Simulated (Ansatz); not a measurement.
# CH4Si (triplet): one geometry, many settings at distance C1–H5 along a hydrogen transfer = 1.197 Å

What do other methods and options give for CH4Si (triplet) at this geometry, and how long do they take?

Program: Ansatz 0.2.0, Gaussian basis. Level of theory: the settings change from run to run. These are calculated values, not measurements.

7 further runs of the same task are left out: 1 for a mislabelled method, 4 that didn't finish, 2 set aside as unsound or not needed.

## Step 1: The geometry

The geometry derives from fragments relaxed apart (PBE0/def2-TZVP) and kept rigid, so it is no stationary point. A hydrogen atom is moved between rigid fragments.

6 atoms, charge 0, spin multiplicity 3.

Atoms are counted from 1 here; the program's logs count them from 0.

Bond lengths: C1–H2 1.090 Å, C1–H3 1.090 Å, C1–H4 1.090 Å, C1–H5 1.197 Å, H5–Si6 1.709 Å. Angles: H2–C1–H3 109.5°, H2–C1–H4 109.5°, H2–C1–H5 109.5°, H3–C1–H4 109.5°, H3–C1–H5 109.5°, H4–C1–H5 109.5°, C1–H5–Si6 180.0°.

## Step 2: CASSCF(4,6)/6-31G

Input file in.yaml:

```yaml
crystal:
  periodic: [false, false, false]
  atoms:
    - {symbol: C, position_ang: [-1.851994, 0.000000, 0.000000]}
    - {symbol: H, position_ang: [-2.215199, 1.027301, 0.000000]}
    - {symbol: H, position_ang: [-2.215199, -0.513650, 0.889668]}
    - {symbol: H, position_ang: [-2.215199, -0.513650, -0.889669]}
    - {symbol: H, position_ang: [-0.654994, 0.000000, 0.000000]}
    - {symbol: Si, position_ang: [1.054006, 0.000000, 0.000000]}
basis:
  gaussian: {orbitals: 6-31G}
magnetization: {spin_polarized: false, initial_magnetization: 2}
correlation: {active_space: {window: {electrons: 4, orbitals: 6}}}
scf: {lower_state_search: full}
```

The run is started by

```bash
$ ansatz run in.yaml --threads 1 --pin off --events-out ev --progress --plain --max-ram 2393MiB
```

Log:

```text
Functional definition: HF
  name "HF"
  cite "Fock, Z. Phys. 61, 126 (1930) doi:10.1007/BF01340294"
  parent pbe
  exchange = exact_x
  correlation = 0
395 factors; integrals over basis functions are off by at most 2.2e-4 eV
mean field evaluation 1: about -8951.1027 eV, gradient 1.4e1 eV
mean field evaluation 2: about -8951.0989 eV, gradient 1.4e1 eV
mean field evaluation 4: about -8951.9115 eV, gradient 1.5e0 eV
mean field evaluation 8: about -8951.9204 eV, gradient 1.2e-4 eV
mean field evaluation 16: about -8951.9200 eV, gradient 7.3e-2 eV
mean field evaluation 32: about -8950.9012 eV, gradient 2.6e-5 eV
mean field evaluation 64: about -8950.9012 eV, gradient 4.6e-3 eV
mean field evaluation 96: about -8950.9012 eV, gradient 1.4e-3 eV
mean field -8951.92038508 eV, -328.9770063220 hartree, gradient 1.0e-6 eV, S^2 2.000000; 11 other end points of the search recorded, 0 dependent functions left out
reference -8951.92038508 eV, -328.9770063220 hartree; 13, 11 occupied and 17, 19 virtual orbitals, 395 factors
state -8952.51885055 eV, -328.9989995223 hartree
Total energy: -8952.51885055 eV, -328.9989995223 hartree
```

It took 1.7 s on 1 thread of Arm Neoverse V2, shared host.

From the report: 225 determinants; active occupations 1.97, 1.00, 1.00, 0.03, 0.00, 0.00.

## Step 3: MP2 on ROHF/6-31G*

in.yaml: that of step 2 with these lines changed.

```diff
@@ -10,5 +10,5 @@
 basis:
-  gaussian: {orbitals: 6-31G}
+  gaussian: {orbitals: "6-31G*", fitting: {mean_field: def2-universal-jkfit}}
 magnetization: {spin_polarized: false, initial_magnetization: 2}
-correlation: {active_space: {window: {electrons: 4, orbitals: 6}}}
-scf: {lower_state_search: full}
+correlation: {method: mp2, electrons: outside_noble_gas}
+scf: {lower_state_search: light}
```

Launched as before.

Log:

```text
Functional definition: HF
  name "HF"
  cite "Fock, Z. Phys. 61, 126 (1930) doi:10.1007/BF01340294"
  parent pbe
  exchange = exact_x
  correlation = 0
275 factors; integrals over basis functions are off by at most 5.3e-2 eV
mean field evaluation 1: about -8951.4998 eV, gradient 1.5e1 eV
mean field evaluation 2: about -8952.3158 eV, gradient 4.7e0 eV
mean field evaluation 4: about -8952.4016 eV, gradient 2.1e-1 eV
mean field evaluation 8: about -8952.4018 eV, gradient 1.1e-6 eV
mean field evaluation 16: about -8951.8227 eV, gradient 3.0e0 eV
mean field evaluation 32: about -8952.3947 eV, gradient 2.7e-1 eV
mean field -8952.40175675 eV, -328.9946964048 hartree, gradient 1.1e-6 eV, S^2 2.000000; 6 other end points of the search recorded, 0 dependent functions left out
6 core orbitals not correlated: weight in the atoms' cores, before any rotation towards them, 1.000 or more for the frozen orbitals, at most 0.000 for the correlated occupied ones
reference -8952.40175675 eV, -328.9946964048 hartree; 7, 5 occupied and 29, 31 virtual orbitals, 275 factors
second order -5.09139552 eV of doubles, -0.06454496 eV of singles
Total energy: -8957.55769723 eV, -329.1841737226 hartree
```

Wall time 0.63 s (1 thread of Arm Neoverse V2, shared host).

## Step 4: CASSCF(4,4)/6-31G*

in.yaml: that of step 3 with these lines changed.

```diff
@@ -10,5 +10,4 @@
 basis:
-  gaussian: {orbitals: "6-31G*", fitting: {mean_field: def2-universal-jkfit}}
+  gaussian: {orbitals: "6-31G*"}
 magnetization: {spin_polarized: false, initial_magnetization: 2}
-correlation: {method: mp2, electrons: outside_noble_gas}
-scf: {lower_state_search: light}
+correlation: {active_space: {window: {electrons: 4, orbitals: 4}}}
```

Same command.

Log:

```text
Functional definition: HF
  name "HF"
  cite "Fock, Z. Phys. 61, 126 (1930) doi:10.1007/BF01340294"
  parent pbe
  exchange = exact_x
  correlation = 0
435 factors; integrals over basis functions are off by at most 7.9e-4 eV
mean field evaluation 1: about -8951.4871 eV, gradient 1.5e1 eV
mean field evaluation 2: about -8951.5000 eV, gradient 1.5e1 eV
mean field evaluation 4: about -8952.3911 eV, gradient 1.7e0 eV
mean field evaluation 8: about -8952.4015 eV, gradient 1.6e-4 eV
mean field evaluation 16: about -8951.5869 eV, gradient 1.5e0 eV
mean field evaluation 32: about -8952.3091 eV, gradient 1.1e0 eV
mean field -8952.40147262 eV, -328.9946859632 hartree, gradient 4.2e-6 eV, S^2 2.000000; 6 other end points of the search recorded, 0 dependent functions left out
reference -8952.40147262 eV, -328.9946859632 hartree; 13, 11 occupied and 29, 31 virtual orbitals, 435 factors
state -8952.89356880 eV, -329.0127701642 hartree
Total energy: -8952.89356880 eV, -329.0127701642 hartree
```

Wall time 0.81 s (1 thread of Arm Neoverse V2, shared host).

From the report: 36 determinants; active occupations 1.97, 1.00, 1.00, 0.03.

## Step 5: CCSD/def2-SVP

in.yaml: that of step 4 with these lines changed.

```diff
@@ -10,4 +10,6 @@
 basis:
-  gaussian: {orbitals: "6-31G*"}
-magnetization: {spin_polarized: false, initial_magnetization: 2}
-correlation: {active_space: {window: {electrons: 4, orbitals: 4}}}
+  gaussian: {orbitals: def2-SVP}
+magnetization: {spin_polarized: true, initial_magnetization: 2}
+hamiltonian: {xc: {name: PBE0}}
+correlation: {method: ccsd, electrons: outside_noble_gas}
+output: {forces: true}
```

Same command.

Log (excerpt; [...] marks lines left out):

```text
Functional definition: PBE0
  name "PBE0"
  cite "Adamo & Barone, J. Chem. Phys. 110, 6158 (1999) doi:10.1063/1.478522"
  cite "Perdew, Burke & Ernzerhof, Phys. Rev. Lett. 77, 3865 (1996) doi:10.1103/PhysRevLett.77.3865"
  parent pbe
[...]
525 factors; integrals over basis functions are off by at most 1.4e-3 eV
[...]
mean field -8968.09374384 eV, -329.5713662938 hartree, gradient 2.7e-6 eV, S^2 2.007157; 3 other end points of the search recorded, 0 dependent functions left out
6 core orbitals not correlated: weight in the atoms' cores, before any rotation towards them, 1.000 or more for the frozen orbitals, at most 0.000 for the correlated occupied ones
reference -8949.45517569 eV, -328.8864115482 hartree; 7, 5 occupied and 39, 41 virtual orbitals, 525 factors
second order -6.03924787 eV of doubles, -0.15417465 eV of singles
cycle   1  -6.80499485 eV  change   -6.2e-1 eV  update   6.6e-2
[...]
cycle  14  -7.09172338 eV  change    4.7e-7 eV  update   2.7e-7
[...]
Total energy: -8956.54689907 eV, -329.1470275754 hartree
Atom 0 at    -1.851994     0.000000     0.000000 Å, force     1.324698     0.000019    -0.000000 eV/Å
Atom 1 at    -2.215199     1.027301     0.000000 Å, force     0.191140     0.347083    -0.000000 eV/Å
Atom 2 at    -2.215199    -0.513650     0.889668 Å, force     0.191134    -0.173551     0.300596 eV/Å
Atom 3 at    -2.215199    -0.513650    -0.889669 Å, force     0.191134    -0.173551    -0.300596 eV/Å
Atom 4 at    -0.654994     0.000000     0.000000 Å, force    -3.439173    -0.000000    -0.000000 eV/Å
Atom 5 at     1.054006     0.000000     0.000000 Å, force     1.541067    -0.000000     0.000000 eV/Å
Dipole moment:    -0.430742     0.000000    -0.000000 e Å
```

It took 6.5 s on 1 thread of Arm Neoverse V2, shared host.

From the report: ⟨S²⟩ of the determinant 2.007 (pure triplet: 2.00); correlation -7.0917 eV; T1 0.010; largest double amplitude 0.09. The orbitals are Kohn-Sham ones, so correlation energy and T1 don't compare with those on Hartree-Fock orbitals.

## Step 6: MRCISD+Q(relaxed)(14,8)/STO-3G

in.yaml: that of step 5 with these lines changed.

```diff
@@ -10,6 +10,6 @@
 basis:
-  gaussian: {orbitals: def2-SVP}
-magnetization: {spin_polarized: true, initial_magnetization: 2}
-hamiltonian: {xc: {name: PBE0}}
-correlation: {method: ccsd, electrons: outside_noble_gas}
-output: {forces: true}
+  gaussian: {orbitals: STO-3G}
+magnetization: {spin_polarized: false, initial_magnetization: 2}
+correlation: {method: fic_mrcisd_q_relaxed, electrons: all, active_space: {window: {electrons: 14, orbitals: 8}}}
+accuracy: high
+scf: {lower_state_search: off}
```

Launched as before.

Log (excerpt; [...] marks lines left out):

```text
Functional definition: HF
  name "HF"
  cite "Fock, Z. Phys. 61, 126 (1930) doi:10.1007/BF01340294"
  parent pbe
[...]
291 factors; integrals over basis functions are off by at most 1.1e-8 eV
[...]
mean field -8848.06546258 eV, -325.1604083157 hartree, gradient 1.2e-8 eV, S^2 2.000000; 0 other end points of the search recorded, 0 dependent functions left out
reference -8848.06546258 eV, -325.1604083157 hartree; 13, 11 occupied and 5, 7 virtual orbitals, 291 factors
state -8848.07068187 eV, -325.1606001210 hartree
contracted CI cycle   1: correlation 0.00000000 eV, 0.0000000000 hartree, residual 1.19e1 eV
contracted CI cycle   2: correlation -2.46675349 eV, -0.0906515188 hartree, residual 3.12e0 eV
contracted CI cycle   3: correlation -2.61022797 eV, -0.0959241087 hartree, residual 9.52e-1 eV
contracted CI cycle   4: correlation -2.61889389 eV, -0.0962425754 hartree, residual 2.61e-1 eV
contracted CI cycle   5: correlation -2.61976372 eV, -0.0962745409 hartree, residual 6.79e-2 eV
contracted CI cycle   6: correlation -2.61982920 eV, -0.0962769473 hartree, residual 2.35e-2 eV
contracted CI cycle   7: correlation -2.61983509 eV, -0.0962771636 hartree, residual 5.93e-3 eV
contracted CI cycle   8: correlation -2.61983555 eV, -0.0962771808 hartree, residual 1.66e-3 eV
contracted CI cycle   9: correlation -2.61983559 eV, -0.0962771822 hartree, residual 4.04e-4 eV
contracted CI cycle  10: correlation -2.61983559 eV, -0.0962771822 hartree, residual 1.16e-4 eV
contracted CI cycle  11: correlation -2.61983559 eV, -0.0962771822 hartree, residual 2.67e-5 eV
state -8848.07068187 eV, -325.1606001210 hartree; corrected -8850.84884530 eV, -325.2626957439 hartree
WARN: 6 active orbitals are nearly empty or full. The corrections depend on them more than the energy does, and are more stable in an active space without them
Total energy: -8850.84884530 eV, -325.2626957439 hartree
Checks for a lower state left out: stability, starts, cluster_reference, orbital_swaps, neighbouring_geometries, increment
```

Wall time 1.3 s (1 thread of Arm Neoverse V2, shared host).

From the report: 30 determinants; active occupations 2.00, 2.00, 2.00, 2.00, 2.00, 2.00, 1.00, 1.00. The report marks this result as in doubt.

## Step 7: BCCD on ROHF/STO-3G

in.yaml: that of step 6 with these lines changed.

```diff
@@ -12,4 +12,3 @@
 magnetization: {spin_polarized: false, initial_magnetization: 2}
-correlation: {method: fic_mrcisd_q_relaxed, electrons: all, active_space: {window: {electrons: 14, orbitals: 8}}}
-accuracy: high
+correlation: {method: bccd, electrons: valence}
 scf: {lower_state_search: off}
```

Same command.

Log (excerpt; [...] marks lines left out):

```text
Functional definition: HF
  name "HF"
  cite "Fock, Z. Phys. 61, 126 (1930) doi:10.1007/BF01340294"
  parent pbe
[...]
212 factors; integrals over basis functions are off by at most 2.2e-5 eV
[...]
mean field -8848.06535565 eV, -325.1604043859 hartree, gradient 5.7e-6 eV, S^2 2.000000; 0 other end points of the search recorded, 0 dependent functions left out
6 core orbitals not correlated: weight in the atoms' cores, before any rotation towards them, 1.000 or more for the frozen orbitals, at most 0.000 for the correlated occupied ones
reference -8848.06535565 eV, -325.1604043859 hartree; 7, 5 occupied and 5, 7 virtual orbitals, 212 factors
second order -1.89129181 eV of doubles, -0.02055159 eV of singles
cycle   1  -2.41657652 eV  change   -5.0e-1 eV  update   5.6e-2
[...]
cycle   9  -2.69854210 eV  change    1.1e-5 eV  update   1.4e-5
Total energy: -8850.76389775 eV, -325.2595739789 hartree
Checks for a lower state left out: stability, starts, cluster_reference, orbital_swaps, neighbouring_geometries, increment
```

It took 0.24 s on 1 thread of Arm Neoverse V2, shared host.

From the report: correlation -2.6985 eV; largest double amplitude 0.12.

## Step 8: BCCD(T) on UHF/cc-pVDZ

in.yaml: that of step 7 with these lines changed.

```diff
@@ -10,5 +10,4 @@
 basis:
-  gaussian: {orbitals: STO-3G}
-magnetization: {spin_polarized: false, initial_magnetization: 2}
-correlation: {method: bccd, electrons: valence}
-scf: {lower_state_search: off}
+  gaussian: {orbitals: cc-pVDZ}
+magnetization: {spin_polarized: true, initial_magnetization: 2}
+correlation: {method: bccd_t, electrons: outside_noble_gas}
```

The command is unchanged.

Log (excerpt; [...] marks lines left out):

```text
Functional definition: HF
  name "HF"
  cite "Fock, Z. Phys. 61, 126 (1930) doi:10.1007/BF01340294"
  parent pbe
[...]
489 factors; integrals over basis functions are off by at most 9.9e-4 eV
[...]
mean field -8953.12699422 eV, -329.0213483900 hartree, gradient 2.6e-6 eV, S^2 2.024185; 7 other end points of the search recorded, 0 dependent functions left out
determinant -8953.12699422 eV, -329.0213483900 hartree, with singles and doubles -8960.12836589 eV, -329.2786440533 hartree
determinant -8952.14052841 eV, -328.9850964402 hartree, with singles and doubles -8959.24013461 eV, -329.2460021557 hartree
6 core orbitals not correlated: weight in the atoms' cores, before any rotation towards them, 1.000 or more for the frozen orbitals, at most 0.000 for the correlated occupied ones
reference -8953.12699422 eV, -329.0213483900 hartree; 7, 5 occupied and 39, 41 virtual orbitals, 489 factors
second order -5.88994035 eV of doubles, -0.00000000 eV of singles
cycle   1  -6.99650237 eV  change    4.9e-3 eV  update   5.6e-3
[...]
cycle   9  -6.99389531 eV  change    3.6e-6 eV  update   8.0e-6
perturbative correction -0.18543664 eV, -0.0068146707 hartree
Total energy: -8960.30632616 eV, -329.2851839728 hartree
```

It took 3.2 s on 1 thread of Arm Neoverse V2, shared host.

From the report: ⟨S²⟩ of the determinant 2.024 (pure triplet: 2.00); correlation -7.1793 eV; largest double amplitude 0.08.

## Step 9: CCSD(T) on UHF/cc-pVDZ

in.yaml: that of step 8 with these lines changed.

```diff
@@ -10,4 +10,6 @@
 basis:
-  gaussian: {orbitals: cc-pVDZ}
+  gaussian: {orbitals: cc-pVDZ, point_charges: [{charge: -0.50, position_ang: [5.391, -0.327, -0.995]}]}
 magnetization: {spin_polarized: true, initial_magnetization: 2}
-correlation: {method: bccd_t, electrons: outside_noble_gas}
+correlation: {method: ccsd_t, electrons: all}
+scf: {lower_state_search: light}
+output: {forces: true}
```

The command is unchanged.

Log (excerpt; [...] marks lines left out):

```text
Functional definition: HF
  name "HF"
  cite "Fock, Z. Phys. 61, 126 (1930) doi:10.1007/BF01340294"
  parent pbe
[...]
489 factors; integrals over basis functions are off by at most 9.9e-4 eV
[...]
mean field -8953.10915937 eV, -329.0206929713 hartree, gradient 7.8e-6 eV, S^2 2.019838; 9 other end points of the search recorded, 0 dependent functions left out
determinant -8953.10915937 eV, -329.0206929713 hartree, with singles and doubles -8960.34045708 eV, -329.2864382608 hartree
determinant -8952.06712807 eV, -328.9823990275 hartree, with singles and doubles -8959.40150359 eV, -329.2519323566 hartree
determinant -8952.06151823 eV, -328.9821928696 hartree, with singles and doubles -8959.39627936 eV, -329.2517403694 hartree
reference -8953.10915937 eV, -329.0206929713 hartree; 13, 11 occupied and 39, 41 virtual orbitals, 489 factors
second order -6.14214578 eV of doubles, -0.00000000 eV of singles
cycle   1  -7.23109466 eV  change    2.0e-4 eV  update   8.6e-4
[...]
cycle  12  -7.23113559 eV  change    4.7e-7 eV  update   3.1e-7
perturbative correction -0.18313226 eV, -0.0067299866 hartree
[...]
Total energy: -8960.52342722 eV, -329.2931622894 hartree
Atom 0 at    -1.851994     0.000000     0.000000 Å, force     1.365973     0.007461     0.022927 eV/Å
Atom 1 at    -2.215199     1.027301     0.000000 Å, force     0.120604     0.499018    -0.000302 eV/Å
Atom 2 at    -2.215199    -0.513650     0.889668 Å, force     0.117341    -0.249712     0.432179 eV/Å
Atom 3 at    -2.215199    -0.513650    -0.889669 Å, force     0.132592    -0.249311    -0.432095 eV/Å
Atom 4 at    -0.654994     0.000000     0.000000 Å, force    -3.363264    -0.003949    -0.012028 eV/Å
Atom 5 at     1.054006     0.000000     0.000000 Å, force     1.650007    -0.007667    -0.023346 eV/Å
Dipole moment:    -0.284522    -0.006207    -0.018864 e Å
```

It took 25 s on 1 thread of Arm Neoverse V2, shared host; peak memory 0.29 GiB.

From the report: ⟨S²⟩ of the determinant 2.020 (pure triplet: 2.00); correlation -7.4143 eV; T1 0.009; largest double amplitude 0.08.

## Step 10: The runs in one table

Where basis and cores are those of an earlier UCCSDT(Q)/cc-pVDZ run (-8960.3401 eV), and the state is the same kind, the miss against it is given. † marks a result that the program doubts.

```csv
level,correlated,functions,energy (eV),from UCCSDT(Q) (meV),time
"CASSCF(4,6)/6-31G",,30,-8952.5189,,1.7 s
MP2 on ROHF/6-31G*,outside noble gas,42,-8957.5577,,0.63 s
"CASSCF(4,4)/6-31G*",,42,-8952.8936,,0.81 s
CCSD/def2-SVP (on PBE0 orbitals),outside noble gas,52,-8956.5469,,6.5 s
"MRCISD+Q(relaxed)(14,8)/STO-3G †",all,18,-8850.8488,,1.3 s
BCCD on ROHF/STO-3G,valence,18,-8850.7639,,0.24 s
BCCD(T) on UHF/cc-pVDZ,outside noble gas,52,-8960.3063,33.8,3.2 s
CCSD(T) on UHF/cc-pVDZ (beside a point charge),all,52,-8960.5234,,25 s
```

## Step 11: Results

| quantity | value |
| --- | --- |
| runs | 8 |
| quickest | BCCD on ROHF/STO-3G, 0.24 s |
| slowest | CCSD(T) on UHF/cc-pVDZ (beside a point charge), 25 s |

In words: Total energies in different bases, with other cores or another treatment of relativity can't be set against each other. CCSD(T) on UHF/cc-pVDZ (beside a point charge) took 102 times as long as BCCD on ROHF/STO-3G; the jobs differ in more than the method.
